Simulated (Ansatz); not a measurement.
Input file:

```yaml
crystal:
  periodic: [false, false, false]
  atoms:
    - {symbol: Al, position_ang: [0.105438, 1.750800, 0.024696]}
    - {symbol: Ga, position_ang: [-0.059436, -0.286160, 1.398108]}
    - {symbol: Ga, position_ang: [0.017184, -0.370889, -1.445381]}
    - {symbol: H, position_ang: [0.100293, -1.416665, 2.608934]}
basis:
  gaussian: {orbitals: cc-pVDZ}
magnetization: {spin_polarized: false, initial_magnetization: 2}
correlation: {method: mp2, electrons: outside_noble_gas}
scf: {lower_state_search: off}
output: {forces: true}
```

```sh
$ ansatz run in.yaml --threads 1 --pin off --events-out ev --progress --plain --max-ram 2393MiB
```

(1) Roughly how long does this take on 1 thread of AMD EPYC 9R45, shared host, and how much host memory?

```
these checks for a lower state are left out or cut short: starts, cluster_reference, orbital_swaps, neighbouring_geometries, increment
872 factors; integrals over basis functions are off by at most 8.1e-4 eV
mean field evaluation 1: about -111263.5586 eV, gradient 7.3e0 eV
mean field evaluation 2: about -111263.5643 eV, gradient 7.3e0 eV
mean field evaluation 4: about -111264.1375 eV, gradient 1.7e0 eV
mean field evaluation 8: about -111264.1743 eV, gradient 4.2e-2 eV
mean field -111264.17432376 eV, -4088.8829888323 hartree, gradient 1.9e-6 eV, S^2 2.000000; 0 other end points of the search recorded, 0 dependent functions left out
33 core orbitals not correlated: weight in the atoms' cores, before any rotation towards them, 0.999 or more for the frozen orbitals, at most 0.001 for the correlated occupied ones
reference -111264.17432376 eV, -4088.8829888323 hartree; 6, 4 occupied and 38, 40 virtual orbitals, 872 factors
second order -4.33830440 eV of doubles, -0.07386093 eV of singles
the calculation of the forces begins
Total energy: -111268.58648910 eV, -4089.0451329176 hartree
Atom 0 at     0.105438     1.750800     0.024696 Å, force    -0.010303     0.352278    -0.117683 eV/Å
Atom 1 at    -0.059436    -0.286160     1.398108 Å, force     0.168100    -0.828702     0.704892 eV/Å
Atom 2 at     0.017184    -0.370889    -1.445381 Å, force    -0.017732    -0.056293    -0.098348 eV/Å
Atom 3 at     0.100293    -1.416665     2.608934 Å, force    -0.140065     0.532718    -0.488861 eV/Å
Dipole moment:    -0.034439     0.016979     0.011196 e Å
Checks for a lower state left out: starts, cluster_reference, orbital_swaps, neighbouring_geometries, increment
```

Forces (eV/Å):
```
Al  -0.010  0.352 -0.118
Ga   0.168 -0.829  0.705
Ga  -0.018 -0.056 -0.098
H   -0.140  0.533 -0.489
```

## Answers

(1) 2.7 s wall and 0.26 GiB.
